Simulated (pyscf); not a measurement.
Structures and frequencies: ωB97X-D3(BJ)/def2-SVP in PySCF.

SMILES: [GeH3][O][GeH3]
```xyz
9

Ge    -1.5190    -1.6547    -1.0485
O     -0.5710    -0.5670    -0.0152
Ge     1.1874    -0.3294    -0.0439
H     -1.2893    -1.2763    -2.5243
H     -1.0641    -3.1062    -0.8045
H     -2.9861    -1.4607    -0.6502
H      1.8832    -1.6745     0.2395
H      1.6033     0.1914    -1.4329
H      1.5033     0.6973     1.0490
```

### Question
What are the homolytic bond dissociation enthalpies (298 K) of H₃Ge–O–GeH₃ at ωB97M-D3(BJ)/def2-TZVP, weakest first?

### Answer
Ge–H to •H₂Ge–O–GeH₃ + H•: 82.7 kcal/mol; Ge–O to GeH₃• + •O–GeH₃: 99.3 kcal/mol. Ring and multiple bonds, and those that leave no two simple radicals, are not listed. •O–GeH₃ lies 33.1 kcal/mol over its isomer HO–GeH₂•, and others may lie lower still (electronic energy, ωB97M-D3(BJ)). Other isomers of •H₂Ge–O–GeH₃ were not searched in full and may lie lower. Elements up to Kr have no core potential and no relativistic terms here.
